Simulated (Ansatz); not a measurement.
# HLiOS (SMILES [Li][O]S): one structure at several levels

An exercise on one series of results from a longer session: the logs are not shown, and one member is left open.

Program: Ansatz 0.2.0, Gaussian basis. Level of theory: single points in def2-TZVPP. These are calculated values, not measurements.

Cores are frozen in the correlated methods. The outer core shell of Li, Na, Mg and K is correlated.

### The starting structure

SMILES `[Li][O]S`, 4 atoms, charge 0, spin multiplicity 1.

Atoms are counted from 1 here; the program's logs count them from 0.

Bond lengths: Li1–O2 1.575 Å, O2–S3 1.522 Å, S3–H4 1.260 Å. Angles: Li1–O2–S3 168.8°, O2–S3–H4 102.1°.

Geometry (Å):

```
atom    x (Å)    y (Å)    z (Å)
 Li1  -1.7180   0.1316   1.1200
  O2  -0.3958   0.1409   0.2642
  S3   0.8635   0.4457  -0.5339
  H4   1.2629  -0.7071  -0.8491
```

Set-up of the first run:

run/in.yaml

```yaml
crystal:
  periodic: [false, false, false]
  atoms:
    - {symbol: Li, position_ang: [-1.718000, 0.131600, 1.120000]}
    - {symbol: O, position_ang: [-0.395800, 0.140900, 0.264200]}
    - {symbol: S, position_ang: [0.863500, 0.445700, -0.533900]}
    - {symbol: H, position_ang: [1.262900, -0.707100, -0.849100]}
basis:
  gaussian: {orbitals: def2-TZVPP}
correlation: {method: ccsd_t}
output: {forces: true}
```

The command line of these runs was not kept.

Steps of the session up to this table: CCSD(T)/def2-TZVPP; PBE0-D4/def2-TZVPP; wB97M-V/def2-TZVPP; r2SCAN-D4/def2-TZVPP; PBE-D4/def2-TZVPP; r2SCAN0-D4/def2-TZVPP; B97M-V/def2-TZVPP.

One of the session's tables, all rows but one given; the rest of the session is left out.

| method | RMS force component (eV/Å) | angle to CCSD(T) forces (°) | dipole (D) |
| --- | --- | --- | --- |
| CCSD(T) | 1.771 | reference | 6.83 |
| PBE0-D4 | ? | ? | ? |
| wB97M-V | 1.706 | 2.7 | 6.70 |
| r2SCAN-D4 | 1.743 | 4.3 | 6.90 |
| PBE-D4 | 1.931 | 3.4 | 6.55 |
| r2SCAN0-D4 | 1.556 | 7.0 | 6.96 |
| B97M-V | 1.628 | 5.8 | 6.77 |

Estimate the missing values for PBE0-D4.

The run gave: RMS force component (eV/Å): 1.671; angle to CCSD(T) forces (°): 6.4; dipole (D): 6.78. In the column «RMS force component (eV/Å)» it lies between B97M-V (1.628) and wB97M-V (1.706).
